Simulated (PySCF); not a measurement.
# Vibration and rotation of NaP

ROHF-CCSD(T) constants of NaP, ³Σ⁻ (triplet), unpaired electrons π ↑↑ (Na 6-311G(d,p), P 6-311G(d,p); no relativity (PySCF 2.14); masses 22.9898 and 30.9738 u):

* ωe: 272.9 cm⁻¹
* ωexe: 1.77 cm⁻¹
* Be: 0.17735 cm⁻¹
* αe: 0.00146 cm⁻¹
* De to Na + P: 0.90 eV

Q: What force constant and bond length do these constants imply?

A: Reduced mass μred = 13.196 u; k = 5.8918×10⁻⁷·μred·ωe² (u, cm⁻¹, mdyn/Å) = 0.579 mdyn/Å; Re = √(16.8576/(μred·Be)) (u, cm⁻¹, Å) = 2.684 Å.

Q: Estimate the centrifugal constant D from the Kratzer relation and find the Dunham coefficient a1.

A: D = 4Be³/ωe² = 3e-07 cm⁻¹; a1 = −1 − αeωe/(6Be²) = -3.11.

Correlated steps freeze 6 core orbitals. The state was picked by a PBE0 search and need not be the measured ground state.
